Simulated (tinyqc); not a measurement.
Inside a calculation. Method: RHF in the sto-3g basis, for H2O, spin multiplicity 1. One step of it, computed by the program tinyqc.

Question. Iteration 1: building the Fock matrix. J_ij = sum D_kl (ij|kl), K_ij = sum D_kl (ik|jl); F = H + J - 0.5 K; E = tr D H + tr D J / 2 - 0.25 tr D K + E_nn.

D at the start:
```
            1O 1s      1O 2s    1O 2px     1O 2py     1O 2pz      2H 1s      3H 1s
1O 1s    2.143683  -0.492295  0.000000  -0.000399   0.012378  -0.016346  -0.016573
1O 2s   -0.492295   2.092525  0.000000   0.002247  -0.062436   0.058290   0.057801
1O 2px   0.000000   0.000000  1.308027   0.000000   0.000000   0.000000   0.000000
1O 2py  -0.000399   0.002247  0.000000   1.173412   0.001390   0.121603  -0.120748
1O 2pz   0.012378  -0.062436  0.000000   0.001390   1.262119   0.060060   0.059689
2H 1s   -0.016346   0.058290  0.000000   0.121603   0.060060   0.993896   0.043753
3H 1s   -0.016573   0.057801  0.000000  -0.120748   0.059689   0.043753   0.994355
```

core Hamiltonian H = T + V (hartree):
```
             1O 1s      1O 2s     1O 2px     1O 2py     1O 2pz      2H 1s      3H 1s
1O 1s   -32.535780  -7.568982   0.000000   0.000405  -0.011259  -1.067686  -1.134106
1O 2s    -7.568982  -9.160928   0.000000   0.004582  -0.138703  -2.587490  -2.707162
1O 2px    0.000000   0.000000  -7.313564   0.000000   0.000000   0.000000   0.000000
1O 2py    0.000405   0.004582   0.000000  -7.430368   0.002060  -1.652322   1.714824
1O 2pz   -0.011259  -0.138703   0.000000   0.002060  -7.357568  -1.044767  -1.084496
2H 1s    -1.067686  -2.587490   0.000000  -1.652322  -1.044767  -4.318723  -0.755577
3H 1s    -1.134106  -2.707162   0.000000   1.714824  -1.084496  -0.755577  -4.392796
```

Two-electron integrals (ij|kl) in chemists' order, unique and non-zero (hartree):
```
(11|11) 4.785065    (21|11) 0.741380    (21|21) 0.136873    (22|11) 1.118947
(22|21) 0.256633    (22|22) 0.817206    (31|31) 0.024477    (32|31) 0.037809
(32|32) 0.180518    (33|11) 1.115814    (33|21) 0.256684    (33|22) 0.817023
(33|33) 0.880159    (41|41) 0.024477    (42|41) 0.037809    (42|42) 0.180518
(43|43) 0.047444    (44|11) 1.115814    (44|21) 0.256684    (44|22) 0.817023
(44|33) 0.785270    (44|44) 0.880159    (51|51) 0.024477    (52|51) 0.037809
(52|52) 0.180518    (53|53) 0.047444    (54|54) 0.047444    (55|11) 1.115814
(55|21) 0.256684    (55|22) 0.817023    (55|33) 0.785270    (55|44) 0.785270
(55|55) 0.880159    (61|11) 0.104865    (61|21) 0.019216    (61|22) 0.035863
(61|33) 0.035793    (61|41) 0.000744    (61|42) 0.001405    (61|44) 0.035949
(61|51) 0.000456    (61|52) 0.000862    (61|54) 0.000096    (61|55) 0.035852
(61|61) 0.002732    (62|11) 0.279280    (62|21) 0.064963    (62|22) 0.232036
(62|33) 0.227921    (62|41) 0.004156    (62|42) 0.033025    (62|44) 0.236722
(62|51) 0.002550    (62|52) 0.020262    (62|54) 0.005400    (62|55) 0.231234
(62|61) 0.009316    (62|62) 0.084613    (63|31) 0.006496    (63|32) 0.038901
(63|43) 0.006690    (63|53) 0.004105    (63|63) 0.011487    (64|11) 0.180222
(64|21) 0.042432    (64|22) 0.161819    (64|33) 0.154644    (64|41) 0.008857
(64|42) 0.060462    (64|44) 0.173806    (64|51) 0.001449    (64|52) 0.013228
(64|54) 0.007651    (64|55) 0.156820    (64|61) 0.006327    (64|62) 0.071748
(64|64) 0.071640    (65|11) 0.110570    (65|21) 0.026033    (65|22) 0.099280
(65|33) 0.094878    (65|41) 0.001449    (65|42) 0.013228    (65|44) 0.098425
(65|51) 0.007385    (65|52) 0.047017    (65|54) 0.008866    (65|55) 0.104422
(65|61) 0.003882    (65|62) 0.044019    (65|64) 0.036905    (65|65) 0.034129
(66|11) 0.447509    (66|21) 0.105757    (66|22) 0.435139    (66|33) 0.418449
(66|41) 0.008058    (66|42) 0.090253    (66|44) 0.454442    (66|51) 0.004943
(66|52) 0.055372    (66|54) 0.022083    (66|55) 0.431997    (66|61) 0.015262
(66|62) 0.208300    (66|64) 0.201615    (66|65) 0.123695    (66|66) 0.774606
(71|11) 0.111439    (71|21) 0.020418    (71|22) 0.038099    (71|33) 0.038024
(71|41) -0.000794   (71|42) -0.001498   (71|44) 0.038191    (71|51) 0.000488
(71|52) 0.000920    (71|54) -0.000102   (71|55) 0.038087    (71|61) 0.002852
(71|62) 0.009537    (71|64) 0.005978    (71|65) 0.003980    (71|66) 0.015491
(71|71) 0.003085    (72|11) 0.292773    (72|21) 0.068086    (72|22) 0.242712
(72|33) 0.238429    (72|41) -0.004360   (72|42) -0.034428   (72|44) 0.247586
(72|51) 0.002677    (72|52) 0.021140    (72|54) -0.005623   (72|55) 0.241882
(72|61) 0.009409    (72|62) 0.067771    (72|64) 0.040414    (72|65) 0.034103
(72|66) 0.131417    (72|71) 0.010373    (72|72) 0.092044    (73|31) 0.006855
(73|32) 0.040876    (73|43) -0.007003   (73|53) 0.004300    (73|63) 0.008811
(73|73) 0.012587    (74|11) -0.187540   (74|21) -0.044149   (74|22) -0.168027
(74|33) -0.160547   (74|41) 0.009317    (74|42) 0.063229    (74|44) -0.180537
(74|51) -0.001512   (74|52) -0.013725   (74|54) 0.007974    (74|55) -0.162804
(74|61) -0.005853   (74|62) -0.039996   (74|64) -0.015613   (74|65) -0.019771
(74|66) -0.072079   (74|71) -0.006999   (74|72) -0.077458   (74|74) 0.077027
(75|11) 0.115156    (75|21) 0.027109    (75|22) 0.103174    (75|33) 0.098582
(75|41) -0.001512   (75|42) -0.013725   (75|44) 0.102256    (75|51) 0.007784
(75|52) 0.049304    (75|54) -0.009259   (75|55) 0.108567    (75|61) 0.003902
(75|62) 0.033944    (75|64) 0.019869    (75|65) 0.025638    (75|66) 0.071302
(75|71) 0.004298    (75|72) 0.047562    (75|74) -0.039569   (75|75) 0.036884
(76|11) 0.075310    (76|21) 0.017662    (76|22) 0.068025    (76|33) 0.066601
(76|41) 0.000007    (76|42) 0.000094    (76|44) 0.068210    (76|51) 0.001112
(76|52) 0.010387    (76|54) 0.000020    (76|55) 0.069190    (76|61) 0.002498
(76|62) 0.023916    (76|64) 0.017799    (76|65) 0.014022    (76|66) 0.060237
(76|71) 0.002653    (76|72) 0.024831    (76|74) -0.018251   (76|75) 0.014474
(76|76) 0.008405    (77|11) 0.456732    (77|21) 0.107918    (77|22) 0.442966
(77|33) 0.425776    (77|41) -0.008341   (77|42) -0.092602   (77|44) 0.462829
(77|51) 0.005122    (77|52) 0.056861    (77|54) -0.022751   (77|55) 0.439746
(77|61) 0.014878    (77|62) 0.127779    (77|64) 0.070710    (77|65) 0.069737
(77|66) 0.268925    (77|71) 0.016554    (77|72) 0.219067    (77|74) -0.210391
(77|75) 0.129188    (77|76) 0.060237    (77|77) 0.774606
```

nuclear repulsion = 7.63418578 hartree

Give: Coulomb J; exchange K; Fock matrix F; total energy of this density.

Answer.

Coulomb J (hartree):
```
         1O 1s   1O 2s  1O 2px  1O 2py  1O 2pz  2H 1s   3H 1s
1O 1s   17.127   3.208   0.000   0.000   0.009  0.451   0.479
1O 2s    3.208   7.950   0.000  -0.002   0.114  2.275   2.380
1O 2px   0.000   0.000   7.909   0.000   0.000  0.000   0.000
1O 2py   0.000  -0.002   0.000   7.981  -0.001  1.599  -1.661
1O 2pz   0.009   0.114   0.000  -0.001   7.936  1.008   1.048
2H 1s    0.451   2.275   0.000   1.599   1.008  4.556   0.678
3H 1s    0.479   2.380   0.000  -1.661   1.048  0.678   4.621
```

exchange K (hartree):
```
         1O 1s   1O 2s  1O 2px  1O 2py  1O 2pz  2H 1s   3H 1s
1O 1s    9.910   1.674   0.000  -0.001   0.009  0.262   0.278
1O 2s    1.674   2.680   0.000  -0.005   0.087  0.949   0.991
1O 2px   0.000   0.000   1.698   0.000   0.000  0.000   0.000
1O 2py  -0.001  -0.005   0.000   1.796  -0.002  0.538  -0.559
1O 2pz   0.009   0.087   0.000  -0.002   1.735  0.359   0.371
2H 1s    0.262   0.949   0.000   0.538   0.359  1.182   0.306
3H 1s    0.278   0.991   0.000  -0.559   0.371  0.306   1.211
```

Fock matrix F (hartree):
```
          1O 1s   1O 2s  1O 2px  1O 2py  1O 2pz   2H 1s   3H 1s
1O 1s   -20.363  -5.198   0.000   0.000  -0.007  -0.747  -0.794
1O 2s    -5.198  -2.551   0.000   0.005  -0.069  -0.787  -0.822
1O 2px    0.000   0.000  -0.253   0.000   0.000   0.000   0.000
1O 2py    0.000   0.005   0.000  -0.347   0.003  -0.323   0.334
1O 2pz   -0.007  -0.069   0.000   0.003  -0.289  -0.216  -0.223
2H 1s    -0.747  -0.787   0.000  -0.323  -0.216  -0.354  -0.231
3H 1s    -0.794  -0.822   0.000   0.334  -0.223  -0.231  -0.377
```

total energy of this density = -75.07495 hartree

This density is the starting one; it is not idempotent, so its energy is not variational and may lie below the converged one.
